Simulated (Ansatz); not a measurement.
```yaml
crystal:
  periodic: [false, false, false]
  atoms:
    - {symbol: B, position_ang: [-1.225532, -0.040199, -0.000692]}
    - {symbol: O, position_ang: [0.062883, 0.013391, 0.000103]}
    - {symbol: B, position_ang: [1.324218, -0.051145, 0.000189]}
    - {symbol: H, position_ang: [-2.056658, 0.767196, 0.003774]}
basis:
  gaussian: {orbitals: def2-TZVP}
magnetization: {spin_polarized: true, initial_magnetization: 3}
hamiltonian: {xc: pbe0}
relax: {f_tol: 0.004, max_steps: 80}
```

```sh
$ ansatz run in.yaml --threads 1 --pin off --events-out ev --progress --plain --max-ram 2176MiB
```

Steps of the relaxation (energy above the last step; positions in Å, forces in eV/Å):

```
4
step 1, 78.5 meV
B    -1.226   -0.040   -0.001   -1.067   -0.926   -0.006
O     0.063    0.013    0.000   -0.292    0.290    0.002
B     1.324   -0.051    0.000    1.738   -0.055    0.000
H    -2.057    0.767    0.004   -0.379    0.691    0.004
```

```
4
step 2, 20.7 meV
B    -1.241   -0.059   -0.001   -0.503   -0.504   -0.003
O     0.064    0.007    0.000    0.020    0.205    0.001
B     1.345   -0.044    0.000    0.507   -0.010    0.000
H    -2.064    0.786    0.004   -0.024    0.309    0.002
```

```
4
step 3, 2.6 meV
B    -1.259   -0.090   -0.001   -0.139   -0.070    0.000
O     0.059    0.000    0.000    0.227    0.080    0.001
B     1.352   -0.028    0.000   -0.203   -0.001    0.000
H    -2.047    0.807    0.004    0.114   -0.009    0.000
```

```
4
step 6, 0.0 meV
B    -1.266   -0.104   -0.001    0.000    0.000    0.000
O     0.055    0.000    0.000   -0.001    0.000    0.000
B     1.343   -0.020    0.000    0.000    0.000    0.000
H    -2.028    0.813    0.004    0.000    0.000    0.000
```

Close pairs at the end: B1–H4 1.192 Å, O2–B3 1.288 Å, B1–O2 1.325 Å.

A stationary point of unrestricted PBE0 after 6 steps, with ⟨S²⟩ = 3.774 against 3.75 for a pure state; no frequencies were run, so it isn't proven a minimum. 18 s on 1 thread of Arm Neoverse V1, shared host.
